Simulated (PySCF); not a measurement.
Species: C4H6O.
Numbering: `[CH2:1]=[C:2]=[CH:3][O:4][CH3:5]` (hydrogens: H6, H7 on C1; H8 on C3; H9, H10, H11 on C5)

Computed with PBE0-D3(BJ)/def2-TZVP geometry optimisation, gas phase (PySCF).

(1) Give the optimised bond lengths and angles.

Answers

(1) 
```json
{"bond": "C1=C2", "length (Å)": "1.300"}
{"bond": "C2=C3", "length (Å)": "1.305"}
{"bond": "C3–O4", "length (Å)": "1.359"}
{"bond": "O4–C5", "length (Å)": "1.409"}
{"bond": "C1–H6, C1–H7", "length (Å)": "1.087"}
{"bond": "C3–H8", "length (Å)": "1.089"}
{"bond": "C5–H9, C5–H10, C5–H11", "length (Å)": "1.094"}
```

Bonds in one row agree within 0.01 Å and their mean is given. A selection of angles:
```json
{"angle": "C2–C1–H6", "degrees": "121.5"}
{"angle": "H6–C1–H7", "degrees": "116.8"}
{"angle": "C1–C2–C3", "degrees": "177.8"}
{"angle": "C2–C3–O4", "degrees": "123.4"}
{"angle": "C2–C3–H8", "degrees": "120.2"}
{"angle": "O4–C3–H8", "degrees": "116.4"}
{"angle": "C3–O4–C5", "degrees": "114.2"}
{"angle": "O4–C5–H9", "degrees": "106.8"}
{"angle": "O4–C5–H10", "degrees": "111.4"}
{"angle": "H9–C5–H10", "degrees": "109.0"}
```

Torsions: C2–C3–O4–C5 -177° (antiperiplanar). The mirror-image conformer, all signs reversed, is as good.

Of the pairs four or more bonds apart, H8···H10 is among the closest relative to their van der Waals radii: 2.45 Å, 102 % of the sum of Bondi's values. The 5 heavy atoms lie in one plane (0.016 Å rms). The 2 C–O bonds span 1.359 Å (C3–O4, drawn single) to 1.409 Å (O4–C5, drawn single), a spread of 0.050 Å. O4 (ether oxygen) is bent (angle 114.2°).

Point group: near Cs, missed by 0.10 Å at most; the miss may be what the optimiser left on a soft mode. PBE0-D3(BJ)/def2-TZVP frequencies: not computed here. One conformer, not necessarily the lowest.
